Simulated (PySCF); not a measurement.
A mixed set of molecules.

All values: CAM-B3LYP/def2-SVPD (PySCF) at GFN2-xTB geometries, gas phase, one conformer each. Core orbitals are frozen in the response; Δα² is half the sum of the squared differences of the principal polarisabilities. Dipoles and anisotropies that the point group forbids are given as zero.

Question: Rank by polarisability anisotropy Δα, lowest first.
A. `[CH2:1]=[CH:2][O:3][C@@H:4]([F:5])[C:6]([F:7])=[C:8]([F:9])[F:10]` with C1–C2–O3–C4 5°, C2–O3–C4–F5 167°, O3–C4–C6–F7 135°
B. `[CH3:1][C@@H:2]([SiH3:3])[NH:4][SiH2:5][F:6]` with C1–C2–N4–Si5 128°, C2–N4–Si5–F6 -177°
C. `Cc1nnnc(C#N)c1C`
D. cyanoacetylene, `C#CC#N`
E. `C[Si](C)(C)[C@H](F)Cl` (TMS-CHClF)

Answer: A (1.53 Å³), E (2.05 Å³), B (2.72 Å³), D (6.27 Å³), C (8.41 Å³).

Question: Rank by HOMO energy, highest first.
A. `C12C=CC(C=C1)C=C2`
B. `C=CO[C@@H](F)C(F)=C(F)F`
C. `C[Si](C)(C)[C@H](F)Cl`
D. `C(C#C)#N`
E. `Cc1nnnc(C#N)c1C`
F. `C[C@@H]([SiH3])N[SiH2]F`

Answer: A (-7.35 eV), F (-8.09 eV), E (-8.88 eV), B (-9.01 eV), C (-9.31 eV), D (-10.39 eV).

Question: Rank by HOMO–LUMO gap, lowest first.
A. `[SiH2](F)N[C@@H](C)[SiH3]`
B. `C[Si](C)(C)[C@H](F)Cl`
C. `Cc1nnnc(C#N)c1C`
D. `C#CC#N`
E. `C=CO[C@@H](F)C(F)=C(F)F`
F. `C1=CC2C=CC1C=C2`

Answer: C (7.23 eV), F (8.32 eV), A (8.89 eV), E (9.65 eV), D (9.91 eV), B (10.33 eV).

All values together:

| SMILES | formula | μ (D) | HOMO (eV) | LUMO (eV) | α (Å³) | Δα (Å³) | electrons | α per electron (Å³) |
| --- | --- | --- | --- | --- | --- | --- | --- | --- |
| C1=CC2C=CC1C=C2 | C8H8 | 0.00 | -7.35 | 0.97 | 11.55 | 2.54 | 56 | 0.206 |
| C=CO[C@@H](F)C(F)=C(F)F | C5H4F4O | 2.09 | -9.01 | 0.64 | 9.92 | 1.53 | 78 | 0.127 |
| C#CC#N | C3HN | 3.90 | -10.39 | -0.48 | 5.71 | 6.27 | 26 | 0.220 |
| C[C@@H]([SiH3])N[SiH2]F | C2H10FNSi2 | 2.08 | -8.09 | 0.80 | 12.54 | 2.72 | 66 | 0.190 |
| C[Si](C)(C)[C@H](F)Cl | C4H10ClFSi | 2.68 | -9.31 | 1.01 | 13.22 | 2.05 | 74 | 0.179 |
| Cc1nnnc(C#N)c1C | C6H6N4 | 6.24 | -8.88 | -1.65 | 13.71 | 8.41 | 70 | 0.196 |

Conformers: `[CH2:1]=[CH:2][O:3][C@@H:4]([F:5])[C:6]([F:7])=[C:8]([F:9])[F:10]` with C1–C2–O3–C4 5°, C2–O3–C4–F5 167°, O3–C4–C6–F7 135°; `[CH3:1][C@@H:2]([SiH3:3])[NH:4][SiH2:5][F:6]` with C1–C2–N4–Si5 128°, C2–N4–Si5–F6 -177°.

How closely does the mean polarisability follow the number of electrons in this set?

The correlation coefficient is 0.80; α per electron runs from 0.127 to 0.220 Å³.
